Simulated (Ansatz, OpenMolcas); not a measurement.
# B2NH5 (SMILES BNB): the HOMO–LUMO gap, rung by rung

B2NH5: 8 atoms, total charge 0, spin state singlet. SMILES: `BNB`. Geometry: relaxed at PBE0-D4/def2-TZVP.

Quantity: the HOMO–LUMO gap, in eV. The values are calculated.

```
             level                    kind     program  value (eV)  CPU time
    HF/aug-cc-pVDZ            Hartree–Fock      Ansatz       13.68     3.8 s
 SVWN5/aug-cc-pVDZ                     LDA      Ansatz        5.03     5.4 s
  BLYP/aug-cc-pVDZ                     GGA  OpenMolcas        5.43      49 s
revPBE/aug-cc-pVDZ                     GGA  OpenMolcas        5.41      54 s
 B3LYP/aug-cc-pVDZ           global hybrid      Ansatz        7.38     8.8 s
M06-2X/aug-cc-pVDZ         hybrid meta-GGA  OpenMolcas       10.05      62 s
  PBE0/aug-cc-pVDZ           global hybrid  OpenMolcas        7.78      47 s
 wB97X/aug-cc-pVDZ  range-separated hybrid      Ansatz       12.53      43 s
```

The values span 5.03 to 13.68 eV. Orbital gaps aren't excitation energies; they tend to grow with the share of exact exchange. CPU times are rough (shared hosts, several kinds of processor and program).
